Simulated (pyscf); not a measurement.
# Insertion: `[F][Ga]` [singlet] + `[CH2]=[CH2]` → `[CH2]=[CH][GaH][F]`

Gas phase, singlet surface, charge 0. Bonds broken: C3–H5. Bonds formed: Ga1–C3, Ga1–H5. Single points on ωB97X-D3(BJ)/def2-SVP structures (PySCF, gas phase). Correlated levels are frozen-core, on RHF or UHF. ΔMP2 is the change of the MP2 total energy from the triple- to the quadruple-zeta basis.

Transition state (Å):

```xyz
8

Ga     0.5312    -0.1481    -0.1760
F     -0.3895     0.4079    -1.5712
C     -0.0785    -0.7534     1.6039
C     -1.4363    -0.9094     1.6302
H      0.6095    -1.7451     0.6176
H      0.7864    -0.9439     2.2353
H     -2.1030    -0.0529     1.4816
H     -1.9107    -1.8970     1.6831
```

One imaginary mode, 1466i cm⁻¹; descent along it reached the two sides named, in the forms told below.

```
bond    change  reactant side (Å)  saddle  product side
------  ------  -----------------  ------  ------------
C3–H5   breaks              1.096   1.559           3.2
Ga1–C3   forms                3.2   1.976         1.935
Ga1–H5   forms                3.4   1.785         1.555
```

Electronic energies relative to the separated reactants (eV):

```json
[
 {"level": "ωB97X-D3(BJ)/def2-TZVP", "barrier": "3.70", "reaction energy": "+0.03", "reverse barrier": "3.67"},
 {"level": "PBE/def2-TZVP", "barrier": "3.05", "reaction energy": "+0.35", "reverse barrier": "2.70"},
 {"level": "r²SCAN/def2-TZVP", "barrier": "3.07", "reaction energy": "+0.10", "reverse barrier": "2.98"},
 {"level": "B3LYP-D3(BJ)/def2-TZVP", "barrier": "3.54", "reaction energy": "+0.40", "reverse barrier": "3.13"},
 {"level": "PBE0-D3(BJ)/def2-TZVP", "barrier": "3.30", "reaction energy": "+0.16", "reverse barrier": "3.14"},
 {"level": "M06-2X/def2-TZVP", "barrier": "3.55", "reaction energy": "+0.15", "reverse barrier": "3.40"},
 {"level": "ωB97M-D3(BJ)/def2-TZVP", "barrier": "3.84", "reaction energy": "+0.33", "reverse barrier": "3.51"},
 {"level": "HF/def2-TZVP", "barrier": "4.84", "reaction energy": "+0.34", "reverse barrier": "4.50"},
 {"level": "MP2/def2-QZVPP", "barrier": "3.30", "reaction energy": "+0.04", "reverse barrier": "3.27"},
 {"level": "CCSD/def2-TZVPP", "barrier": "3.70", "reaction energy": "+0.12", "reverse barrier": "3.58"},
 {"level": "CCSD(T)/def2-TZVPP", "barrier": "3.39", "reaction energy": "+0.09", "reverse barrier": "3.31"},
 {"level": "CCSD(T)/def2-TZVPP + ΔMP2(QZVPP)", "barrier": "3.43", "reaction energy": "+0.16", "reverse barrier": "3.26"}
]
```

With CCSD(T)/def2-TZVPP + ΔMP2(QZVPP) energies and thermal terms (ideal gas, 1 atm, RRHO with modes under 100 cm⁻¹ raised to 100, one conformer, R ln 2 for chiral ones without a mode under 150 cm⁻¹), in eV:

```
T (K)   ΔH‡   ΔG‡     ΔH     ΔG
-----  ----  ----  -----  -----
298    3.27  3.67  +0.10  +0.50
600    3.30  4.07  +0.15  +0.88
900    3.34  4.44  +0.19  +1.24
1200   3.37  4.81  +0.24  +1.58
```

On the reactant side the descent ends in a complex, 0.19 eV under the separated species and 3.89 eV under the saddle at ωB97X-D3(BJ)/def2-TZVP. This is the saddle that the search found; another between the same sides may lie lower. One closed-shell reference is unstable to symmetry breaking; treat the single-reference values with care. The CCSD(T) − MP2 part came from Ansatz, without density fitting, on the same reference. The frozen core leaves the outer d or s,p core shells of the metals and heavy elements correlated in the MP2 and CC values, and def2-TZVPP describes them poorly, which can shift differences by a few kcal/mol. Elements up to Kr have no core potential and no relativistic terms here.
